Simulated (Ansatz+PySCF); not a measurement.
singlet CH4S: levels of theory in one basis

```yaml
atoms:
  - { symbol: C, position_ang: [0.0000, -0.0273, -1.1485] }
  - { symbol: S, position_ang: [0.0000, -0.0596, 0.6634] }
  - { symbol: H, position_ang: [0.0000, -1.0768, -1.4741] }
  - { symbol: H, position_ang: [-0.8999, 0.4586, -1.5509] }
  - { symbol: H, position_ang: [0.8999, 0.4586, -1.5509] }
  - { symbol: H, position_ang: [0.0000, 1.2772, 0.8519] }
```

Basis set: def2-SVP (spherical functions). Left uncorrelated: 6 orbitals. Charge 0, multiplicity 1.

Computed with Ansatz (development build ahead of 0.2.0); each method stands on the lowest determinant of its kind that the runs found. NEVPT2 correlates all electrons. Active spaces start from the frontier orbitals, and the lowest solution found is given.

```csv
method,E − E(RHF) (eV),<S²> of the determinant
RHF,0.00,0.00
RHF-MP2,-7.72,–
RHF-CCSD,-8.68,–
RHF-CCSD(T),-8.90,–
"CASSCF(2,2)",-0.43,–
```

Question: What does SC-NEVPT2(2,2) give on the same scale?

Answer: -8.01 eV. NEVPT2 here correlates all electrons, so it doesn't share the others' frozen core.

Question: Is a single determinant a sound starting point here?

Answer: By this sign, yes. Unrestricted orbitals gain 0.00 eV and <S²> is 0.00 against 0.00 for a pure state. The CASSCF(2,2) natural occupations are 1.98, 0.02.

Caution for CASSCF(2,2): other starts end on other solutions of this active space.
